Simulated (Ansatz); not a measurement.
Litharge PbO, treated with LDA (Ansatz, an electronic-structure program, PAW).

Settings: plane-wave cutoff 520 eV, 8×8×8 k mesh, Fermi–Dirac smearing 0.01 eV, scalar-relativistic PAW data made under PBE.

Energies at three volumes about the minimum:

```tsv
V (Å³/atom)	E − E_lowest (meV/atom)
18.646	0.60
19.026	0.00
19.407	0.56
```

Problem. Fit a parabola by hand: where is the minimum, and what is the bulk modulus?

Solution. Slopes: (0.00 − 0.60)/(19.026 − 18.646) = -1.579 and (0.56 − 0.00)/(19.407 − 19.026) = 1.470 meV/Å³. Curvature E″ = 2 × (1.470 − (-1.579))/(19.407 − 18.646) = 8.013 meV/Å⁶. From the middle of the first interval, the slope vanishes at V0 = 18.8360 − (-1.579)/8.013 = 19.033 Å³/atom. B = V0 E″ = 19.033 × 8.013 meV/Å³ × 0.1602 GPa per meV/Å³ = 24.4 GPa. The full Birch–Murnaghan fit to all volumes gives V0 = 19.018 Å³/atom and B0 = 24.4 GPa.

Shape and atoms are relaxed at each volume.

Measured, for comparison: bulk modulus 23.1 GPa (temperature not stated, not corrected to a static lattice; as tabulated in Canepa et al. (2012), arXiv:1204.2842). Computed less measured: bulk modulus +6 % (against room or unstated temperature, where such soft solids are markedly softer). A static lattice is as a rule a little smaller and stiffer than an uncorrected measurement, which can account for part of this in the bulk modulus.
